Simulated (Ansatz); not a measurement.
## Bi (P4/mmm)

Method: DFT r2SCAN, scalar-relativistic, plane waves, PAW in Ansatz.

Plane waves to 500 eV, a k mesh through Γ of 10×10×12 on the computed 2-atom cell and Gaussian smearing (0.10 eV); no spin polarisation.

The structure is relaxed at this level of theory with its symmetry kept. This simple cubic form isn't the element's structure at ambient conditions.

It takes space group P4/mmm (No. 123, tetragonal). Conventional cell: a = 3.258 Å, b = 3.258 Å, c = 3.241 Å, α = 90.00°, β = 90.00°, γ = 90.00°. Bi (site symmetry 4/mmm) has 6 Bi at 3.24 to 3.26 Å as nearest neighbours.

| Property | Result |
| --- | --- |
| Volume per atom | 34.41 Å³ |
| Formation energy from the elements' standard states (uncorrected) | +0.069 eV/atom |
| Generalised Kohn–Sham band gap | none (metal) |
| Density of states at the Fermi level | 1.12 states/eV per cell |
| Löwdin character within 0.5 eV of the Fermi level | Bi 6p 90 %, Bi 6s 7 % |
| Bader charges (e) | Bi (2 in the cell) 0.00 |

Spin-orbit coupling is left out, which matters for the bands of heavy elements.

Cost: 1 run of about 3 core-minutes, on Arm Neoverse V1 (shared hosts).